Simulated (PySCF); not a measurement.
Stationary points of SH₃

Computed with PBE0/[S def2-TZVP, H def2-TZVP], no relativity, density fitting, PySCF.

Relaxations began from a few typed shapes; open shells are unrestricted. The search is not exhaustive: other isomers or separated fragments can lie lower, and high-lying points may rest on an excited occupation.

Order these stationary points by electronic energy, lowest first, in kJ/mol from the lowest minimum.
A. doublet Cs: S–H 1.337 Å, S–H 1.492 Å (×2); H–S–H 88.5° (×2), H–S–H 156.2°
B. doublet D3h: S–H 1.484 Å (×3); H–S–H 120.0° (×3)
C. doublet C2v: S–H 1.335 Å, S–H 1.490 Å (×2); H–S–H 90.4° (×2), H–S–H 179.3°

A (0.0), C (3.6), B (111.8).

Which of them are minima?

By energy in kJ/mol, 0.0: minimum; 3.6: saddle point, 1 imaginary mode; 111.8: saddle point, 3 imaginary modes.

Starts that fell apart ended at -7, -7 kJ/mol on the same scale (coarser grid).
